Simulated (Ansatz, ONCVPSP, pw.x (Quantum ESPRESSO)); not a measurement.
# What a changed setting does to a pw.x run (bcc Pt)

Potential: optimised norm-conserving Vanderbilt (ONCV), ONCVPSP 4.0.1, PBEsol; core [Kr] 4d10 4f14, reference 5s2 5p6 5d9 6s1; waves: 5s+6s: rc 1.75 bohr, ncon 5, nbas 8, qcut 6.6 1/bohr, 2 projectors; 5p: rc 1.40 bohr, ncon 4, nbas 7, qcut 11.6 1/bohr, 1 projector; 5d: rc 2.30 bohr, ncon 3, nbas 7, qcut 7 1/bohr, 2 projectors, debl 1.6 Ha; f scattering state at 0.05 Ha: rc 2.35 bohr, ncon 4, nbas 8, qcut 4.7 1/bohr, 2 projectors, debl 1.8 Ha; local part: polynomial inside 1.05 bohr (lpopt 5, dvloc0 2 Ha); core correction: Teter function, fcfact 4.25, rcfact 1.75.

The reference run (k-mesh 15³, cutoffs 115/460 Ry, Fermi–Dirac 0.01 Ry, mixing_beta 0.4, conv_thr 1e-9, no spin) gives -4.33 GPa at 15.303 Å³/atom, where all-electron LAPW gives -1.52 GPa. This run, with its own iteration cap, changes k-mesh shift to 1.

```
&control
  calculation='scf', prefix='x', pseudo_dir='./', outdir='./tmp', tstress=.true., disk_io='none'
/
&system
  ibrav=0, nat=1, ntyp=1, ecutwfc=115, ecutrho=460, nbnd=17,
  occupations='smearing', smearing='fd', degauss=0.01
/
&electrons
  conv_thr=1e-09, mixing_beta=0.4, electron_maxstep=70
/
ATOMIC_SPECIES
Pt 1.0 Pt.UPF
CELL_PARAMETERS angstrom
  -1.56400761 1.56400761 1.56400761
  1.56400761 -1.56400761 1.56400761
  1.56400761 1.56400761 -1.56400761
ATOMIC_POSITIONS crystal
Pt 0.0000 0.0000 0.0000
K_POINTS automatic
15 15 15 1 1 1
```

```bash
pw.x < Pt.scf.in > Pt.scf.out
```

Problem. How does the run end?

Solution. It converges in 8 iterations; the free energy moves by +8.1 meV/atom and the pressure by +0.40 GPa.

```
Message from routine setup:
     using ibrav=0 with symmetry is DISCOURAGED, use correct ibrav instead
     lattice parameter (alat)  =       5.1192  a.u.
     unit-cell volume          =     103.2698 (a.u.)^3
     number of electrons       =        18.00
     number of Kohn-Sham states=           17
     kinetic-energy cutoff     =     115.0000  Ry
     charge density cutoff     =     460.0000  Ry
     scf convergence threshold =      1.0E-09
     Exchange-correlation= PBESOL
     number of k points=   120  Fermi-Dirac smearing, width (Ry)=  0.0100
     iteration #  1     ecut=   115.00 Ry     beta= 0.40
     total energy              =    -271.99053623 Ry
     estimated scf accuracy    <       0.08282823 Ry
     iteration #  2     ecut=   115.00 Ry     beta= 0.40
     total energy              =    -272.00153293 Ry
     estimated scf accuracy    <       0.00328744 Ry
     iteration #  3     ecut=   115.00 Ry     beta= 0.40
     total energy              =    -272.00153119 Ry
     estimated scf accuracy    <       0.00062801 Ry
     [... 2 iterations left out ...]
     iteration #  6     ecut=   115.00 Ry     beta= 0.40
     total energy              =    -272.00158696 Ry
     estimated scf accuracy    <       0.00000004 Ry
     iteration #  7     ecut=   115.00 Ry     beta= 0.40
     total energy              =    -272.00158696 Ry
     estimated scf accuracy    <          2.8E-09 Ry
     iteration #  8     ecut=   115.00 Ry     beta= 0.40
     the Fermi energy is    22.8320 ev
!    total energy              =    -272.00158696 Ry
     estimated scf accuracy    <          5.4E-11 Ry
     smearing contrib. (-TS)   =      -0.00526778 Ry
     The total energy is F=E-TS. E is the sum of the following terms:
     one-electron contribution =     -48.49503911 Ry
     hartree contribution      =      37.71636855 Ry
     xc contribution           =     -61.74323310 Ry
     ewald contribution        =    -199.47441552 Ry
     convergence has been achieved in   8 iterations
          total   stress  (Ry/bohr**3)                   (kbar)     P=      -39.25
     Message from routine punch:
     Nothing written, as per user request (disk_io='none')
```

The run took about 39 s on one core of a shared host (Intel(R) Xeon(R) Platinum 8488C, 192 threads, 744 GiB, load 54).
